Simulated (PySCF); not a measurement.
Fluorocyanoacetylene, C3FN.
Structure used (PBE0-D3(BJ)/def2-SVP), in Å, numbered top down from 1:
```xyz
5
C3FN angstrom
N     -2.4363    0.2066   -0.3561
C     -1.2921    0.1015   -0.1827
C      0.0613   -0.0255    0.0221
C      1.2510   -0.1365    0.1995
F      2.4911   -0.2566    0.3840
```

A calculation gives these core lines: C 1s: 292.89 (area 1), 293.31 (area 1), 294.74 (area 1) eV; N 1s: 405.56 eV; F 1s: 696.45 eV.

Level of theory: delta-SCF UKS SCAN, pcX-2 on the ionised atom, pcseg-1 elsewhere, spin-free X2C in PySCF 2.14.0. Geometry: PBE0-D3(BJ)/def2-SVP; no solvent, vibrations or thermal averaging.

Question: Which carbon gives which C 1s line?

Answer: 292.89 eV: C3 (alkyne carbon); 293.31 eV: C2 (nitrile carbon); 294.74 eV: C4 (alkyne carbon). Lowest listed C 1s: C3, bonded to C (triple bond) and C. Highest, 1.85 eV above it: C4, bonded to F and C (triple bond). The widest gap between neighbouring values is 1.43 eV, between 293.31 and 294.74 eV. Summing the Pauling electronegativity differences to the bonded atoms, each weighted by its formal bond order, gives 0.00 for the lowest site and +1.43 for the highest; the largest sum, +1.47, belongs to C2, 1.43 eV below the top.

Bonded neighbours of each site: N1: C (triple bond); C2: N (triple bond) and C; C3: C (triple bond) and C; C4: F and C (triple bond); F5: C.

Question: Which photon energy gives electrons from C 1s of C2 a kinetic energy of 50 eV, and what is their de Broglie wavelength?

Answer: hν = 293.31 + 50 = 343.31 eV, recoil neglected; λ = 12.264 Å/√(E/eV) = 1.73 Å.

Spin contamination (⟨S²⟩ against 0.75 for a pure doublet) is marked for C 1s of C2 (0.86) and C 1s of C4 (0.93), which makes these values less certain.

Hardware: one thread of an Intel Xeon 6975P-C, no GPU, shared host with 192 logical CPUs at a one-minute load of 82. Cost: 10 s of wall time, 0.43 GiB resident at most.
